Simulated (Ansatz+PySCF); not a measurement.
# doublet CH2O(+): levels of theory in one basis

```xyz
4

O     0.0000    0.0000   -1.1868
C     0.0000    0.0000    0.0200
H     0.0000    0.9679    0.5834
H     0.0000   -0.9679    0.5834
```

Basis set: cc-pVTZ (spherical functions). Correlated methods keep 2 orbitals frozen. Correlation on ROHF uses semicanonical orbitals with singles. Charge 1, multiplicity 2.

Computed with Ansatz (development build ahead of 0.2.0) and PySCF 2.14.0; each method stands on the lowest determinant of its kind that the runs found.

| method | E − E(ROHF) (eV) | <S²> of the determinant |
| --- | --- | --- |
| ROHF | 0.00 | 0.75 |
| UHF | -0.22 | 0.79 |
| ROHF-MP2 | -9.16 | – |
| UHF-MP2 | -9.16 | 0.79 |

(1) What does ROHF-CCSD(T) give on the same scale?

## Answers

(1) -10.32 eV.

Caution for ROHF-MP2, ROHF-CCSD(T): large amplitudes, a single reference is doubtful.
